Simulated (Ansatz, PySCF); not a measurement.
This PySCF input computes a CAM-B3LYP/def2-TZVPD energy:

```python
from pyscf import gto, scf, dft

mol = gto.M(
    atom='''
    C     0.00475777    1.17087239   -0.20055261
    O     0.00676578    0.00281714    0.58815258
    C    -0.00924088   -1.17273907   -0.18916610
    H     0.01767393    2.02306383    0.47733101
    H     0.88820494    1.21755678   -0.85148048
    H    -0.89276548    1.22829401   -0.83104462
    H    -0.00646616   -2.01839712    0.49696657
    H    -0.90742261   -1.22555867   -0.81912250
    H     0.87354780   -1.23629589   -0.83955836
    ''',
    basis='def2-tzvpd',
    charge=0,
    spin=0,
    verbose=4,
)

mf = dft.RKS(mol, xc='camb3lyp').density_fit(auxbasis='def2-universal-jkfit')
mf.grids.level = 3
mf.conv_tol = 1e-9
mf.max_cycle = 100
mf.max_memory = 1500
mf.kernel()
if not mf.converged:
    mf = mf.newton()
    mf.kernel(mf.make_rdm1())
mf.analyze()
```

Write an input for the same energy in Ansatz (a quantum-chemistry and plane-wave program) and say what it gives.


Ansatz 0.2 input:
```yaml
crystal:
  periodic: [false, false, false]
  atoms:
    - {symbol: C, position_ang: [0.00475777, 1.17087239, -0.20055261]}
    - {symbol: O, position_ang: [0.00676578, 0.00281714, 0.58815258]}
    - {symbol: C, position_ang: [-0.00924088, -1.17273907, -0.18916610]}
    - {symbol: H, position_ang: [0.01767393, 2.02306383, 0.47733101]}
    - {symbol: H, position_ang: [0.88820494, 1.21755678, -0.85148048]}
    - {symbol: H, position_ang: [-0.89276548, 1.22829401, -0.83104462]}
    - {symbol: H, position_ang: [-0.00646616, -2.01839712, 0.49696657]}
    - {symbol: H, position_ang: [-0.90742261, -1.22555867, -0.81912250]}
    - {symbol: H, position_ang: [0.87354780, -1.23629589, -0.83955836]}
basis:
  gaussian:
    orbitals: def2-TZVPD
hamiltonian:
  xc: {name: CAM-B3LYP}
output: {forces: true}
```
It gives -155.01594 Eh, and PySCF -155.01604 Eh, a difference of 0.10 mEh, from the treatment of integrals and grids.
